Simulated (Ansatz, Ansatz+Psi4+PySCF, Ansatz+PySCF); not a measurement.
```yaml
atoms:
  - { symbol: O, position_ang: [0.6010, -1.6500, 0.0000] }
  - { symbol: O, position_ang: [-0.6010, -1.6500, 0.0000] }
  - { symbol: O, position_ang: [0.0000, 1.6500, 0.6010] }
  - { symbol: O, position_ang: [0.0000, 1.6500, -0.6010] }
```

Basis set: cc-pVTZ (spherical functions). Frozen core: 4 orbitals. Correlation on ROHF uses semicanonical orbitals with singles. Charge 0, multiplicity 5.

Computed with Ansatz (development build ahead of 0.2.0); the reference of a correlated method needn't be the lowest determinant of its kind.

The atomization energy at this shape (free ground-state atoms in the same class of orbitals less the molecule, no zero-point energy) of quintet O4:

```csv
method,atomization energy
UHF-CCSD,889.5 kJ/mol
ROHF-CCSD,883.6 kJ/mol
ROHF-MP2,1098.7 kJ/mol
UHF-MP2,1050.5 kJ/mol
ROHF,222.6 kJ/mol
```

Q: What does UHF-CCSD(T) give?

A: 951.8 kJ/mol. Caution for ROHF-CCSD, ROHF-MP2, ROHF: an unrestricted determinant lies well below. Caution for ROHF-MP2: another reference gives a lower total. Caution for ROHF-MP2, ROHF: the determinant breaks the point group.
